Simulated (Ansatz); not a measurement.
System: C₂H₅O, net charge -1, singlet state. It need not be the lowest isomer of its formula. Whether it binds its extra electron was not tested at this geometry. 
Coordinates optimised at B3LYP-D3(BJ)/def2-TZVP (Ansatz, a first-principles code):
SMILES: C[CH-]O
```xyz
8

C      1.1450    -0.3814     0.1474
C      0.0320     0.6571     0.1106
O     -1.2331    -0.1262    -0.2193
H     -1.7954     0.0945     0.5218
H      0.2075     1.2392    -0.8193
H      2.1194     0.1301     0.1669
H      1.0995    -1.0098     1.0504
H      1.1713    -1.0987    -0.7136
```
Charge -1, spin multiplicity 1.

Parts of the frozen-core correlation energy in aug-cc-pVDZ (Ansatz, hartree). Frozen orbitals: 3; correlated occupied orbitals by spin: 10 and 10; virtual: 101 and 101. No spin-orbit coupling. No relativistic terms.

```csv
term,value
reference (HF),-153.41717
MP2 opposite-spin,-0.39867
MP2 same-spin,___
CCSD correlation,___
(T),___
T1 diagnostic,0.022
largest doubles amplitude,0.015
```

Task: Some entries are withheld; supply them.

Result: 
- MP2 same-spin, value: -0.12952
- CCSD correlation, value: -0.55893
- (T), value: -0.01984
